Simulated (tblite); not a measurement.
BODIPY, C₉H₇BF₂N₂.
SMILES: `F[B-]1(F)n2cccc2C=C2C=CC=[N+]21`

Level: GFN2-xTB in tblite, geometry and Hessian alike; calculated harmonic values, unscaled, isolated species. This tight-binding method is rough: wavenumbers can miss measured ones by several per cent, in bad cases by 10 to 20.

Harmonic wavenumbers (cm⁻¹): 37.9, 107.3, 120.9, 172.2, 233.0, 250.8, 300.3, 322.8, 349.4, 386.2, 416.8, 446.6, 557.9, 559.9, 570.6, 639.6, 679.5, 684.2, 772.6, 795.4, 796.7, 811.8, 833.5, 844.7, 845.9, 847.1, 861.7, 873.2, 887.9, 946.9, 1023.1, 1025.3, 1030.8, 1073.0, 1078.3, 1124.4, 1138.2, 1139.7, 1165.3, 1228.5, 1332.7, 1352.5, 1353.5, 1368.9, 1377.0, 1419.7, 1499.2, 1500.7, 1543.6, 1592.5, 3097.4, 3160.8, 3161.1, 3165.1, 3166.1, 3178.5, 3179.4.

A = 1307, B = 651.6, C = 474.4 MHz; mass 192.067 u (most abundant isotopes); point group C2v, symmetry number 2.

Question: What is the zero-point energy?

Answer: ½Σν̃ = 32214 cm⁻¹ = 385.37 kJ/mol.

Question: Give the ideal-gas entropy at 298.15 K and 1 bar in the rigid-rotor, harmonic-oscillator model (classical rotation).

Answer: Translation 174.43, rotation 124.17, vibration 125.09: S = 423.7 J/(mol K).

Question: And Cp and H(298.15 K) − H(0)?

Answer: Cp = 189.34 J/(mol K), of which vibrations give 156.09 (their classical limit is 57 R = 473.9); H(298.15 K) − H(0) = 30.91 kJ/mol without the zero-point energy, 20.99 from vibrations.

Question: What must be added to the electronic energy to get the Gibbs energy at 298.15 K and 1 bar?

Answer: ZPE + [H(298.15 K) − H(0)] − T·S = 385.37 + 30.91 − 126.32 = 289.96 kJ/mol.

Question: Blend soft modes into free rotors: weight 1/[1 + (100 cm⁻¹/ν̃)⁴] for the oscillator and the rest for a rotor with moment μB/(μ + B), μ = h/(8π²ν), B = 10⁻⁴⁴ kg m². What vibrational entropy results?

Answer: 117.31 J/(mol K) in place of 125.09, which changes −T·S at 298.15 K by +2.32 kJ/mol.

Question: How do the functions run with temperature in this model?

Answer: 
```
T (K)  S (J/(mol K))  Cp (J/(mol K))  H − H(0) (kJ/mol)  G − H(0) (kJ/mol)  ln q(vib)
  100          292.8            74.8               5.14             -24.14       1.49
  200          360.9           129.4              15.27             -56.90       3.90
  300          424.9           190.5              31.26             -96.20       6.63
  500          547.5           291.2              80.14            -193.61      12.59
  800          704.8           374.6             181.51            -382.32      21.62
 1000          792.0           406.4             259.82            -532.21      27.26
```

q(vib) and H(0) count from the zero-point level.

Hindered rotation and anharmonicity are outside this model.
